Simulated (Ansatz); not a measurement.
# ClH₄NSi (built from SMILES N[SiH2]Cl): one structure at several levels

Aim: energy, forces and dipole at a displaced guess of a reacting structure, from CCSD(T) and from density functionals.

The runs use Ansatz 0.2.0, Gaussian basis; single points in def2-TZVPP.

Cores are frozen in the correlated methods.

## Step 1: The starting structure

7 atoms, charge 0, spin multiplicity 1.

Atoms are counted from 1 here; the program's logs count them from 0.

Bond lengths: Si1–N3 1.638 Å, Si1–H5 1.439 Å, Si1–Cl6 2.043 Å, N3–H7 1.026 Å. Angles: N3–Si1–H5 132.4°, N3–Si1–Cl6 121.0°, H5–Si1–Cl6 101.7°, Si1–N3–H7 126.0°.

Coordinates:

```mol
ClH4NSi
  3D, bonds by distance, orders not assigned

  7  4  0  0  0  0  0  0  0  0999 V2000
   -0.5468   -0.2036    0.1225 Si  0  0
    0.5887    0.7707    1.2259 H   0  0
    0.7073    0.3222   -0.7908 N   0  0
    1.0877    0.8780    0.3704 H   0  0
   -1.9007    0.2604    0.2708 H   0  0
   -0.7286   -2.1749    0.6274 Cl  0  0
    0.8295    0.1618   -1.7971 H   0  0
  1  3  8  0
  1  5  8  0
  1  6  8  0
  3  7  8  0
M  END
```

## Step 2: CCSD(T)/def2-TZVPP

File run/in.yaml:

```yaml
crystal:
  periodic: [false, false, false]
  atoms:
    - {symbol: Si, position_ang: [-0.546800, -0.203600, 0.122500]}
    - {symbol: H, position_ang: [0.588700, 0.770700, 1.225900]}
    - {symbol: N, position_ang: [0.707300, 0.322200, -0.790800]}
    - {symbol: H, position_ang: [1.087700, 0.878000, 0.370400]}
    - {symbol: H, position_ang: [-1.900700, 0.260400, 0.270800]}
    - {symbol: Cl, position_ang: [-0.728600, -2.174900, 0.627400]}
    - {symbol: H, position_ang: [0.829500, 0.161800, -1.797100]}
basis:
  gaussian: {orbitals: def2-TZVPP}
correlation: {method: ccsd_t}
output: {forces: true}
```

No record of the launch command was kept for these runs.

## Step 3: PBE0-D4/def2-TZVPP

run/in.yaml, as its differences from that of step 2:

```diff
@@ -12,3 +12,3 @@
   gaussian: {orbitals: def2-TZVPP}
-correlation: {method: ccsd_t}
-output: {forces: true}
+hamiltonian: {xc: pbe0, dispersion: d4}
+output: {forces: true, orbitals: {seedname: orbitals}}
```

## Step 4: wB97M-V/def2-TZVPP

run/in.yaml, as its differences from that of step 3:

```diff
@@ -12,3 +12,3 @@
   gaussian: {orbitals: def2-TZVPP}
-hamiltonian: {xc: pbe0, dispersion: d4}
-output: {forces: true, orbitals: {seedname: orbitals}}
+hamiltonian: {xc: {name: wB97M-V}}
+output: {forces: true}
```

## Step 5: r2SCAN-D4/def2-TZVPP

run/in.yaml, as its differences from that of step 4:

```diff
@@ -12,3 +12,3 @@
   gaussian: {orbitals: def2-TZVPP}
-hamiltonian: {xc: {name: wB97M-V}}
+hamiltonian: {xc: r2scan, dispersion: d4}
 output: {forces: true}
```

## Step 6: PBE-D4/def2-TZVPP

run/in.yaml, as its differences from that of step 5:

```diff
@@ -12,3 +12,3 @@
   gaussian: {orbitals: def2-TZVPP}
-hamiltonian: {xc: r2scan, dispersion: d4}
+hamiltonian: {xc: pbe, dispersion: d4}
 output: {forces: true}
```

## Step 7: SPW92/def2-TZVPP

run/in.yaml, as its differences from that of step 6:

```diff
@@ -12,3 +12,3 @@
   gaussian: {orbitals: def2-TZVPP}
-hamiltonian: {xc: pbe, dispersion: d4}
+hamiltonian: {xc: lda}
 output: {forces: true}
```

## Step 8: HSE06-D4/def2-TZVPP

run/in.yaml, as its differences from that of step 7:

```diff
@@ -12,3 +12,3 @@
   gaussian: {orbitals: def2-TZVPP}
-hamiltonian: {xc: lda}
+hamiltonian: {xc: hse06, dispersion: d4}
 output: {forces: true}
```

(Steps that only read results are left out.)

What does the calculation give? Wanted: energy less free atoms, CCSD(T)/def2-TZVPP; RMS force component; RMS force error; HOMO and LUMO, PBE0-D4; T1 diagnostic.

The runs gave:

| quantity | value |
| --- | --- |
| energy less free atoms, CCSD(T)/def2-TZVPP | -1811.6 kJ/mol |
| RMS force component | 0.935 to 0.984 eV/Å over the methods |
| RMS force error | PBE0-D4 0.106, wB97M-V 0.103, r2SCAN-D4 0.086, PBE-D4 0.162, SPW92 0.208, HSE06-D4 0.102 eV/Å |
| HOMO and LUMO, PBE0-D4 | -7.57 and -1.90 eV |
| T1 diagnostic | 0.014 |

**Reading.** Against CCSD(T) the functionals' energies less atoms differ by -403.2 to -64.6 kJ/mol, PBE-D4 by -122.0 kJ/mol. CCSD(T) in triple zeta still lacks some correlation energy of the bonds, so part of these gaps is its own basis error and they don't rank the functionals. For forces r2SCAN-D4 does best and SPW92 worst. Frozen-core CCSD(T) forces in triple zeta carry basis errors of their own, and this is one geometry, so small gaps rank nothing.
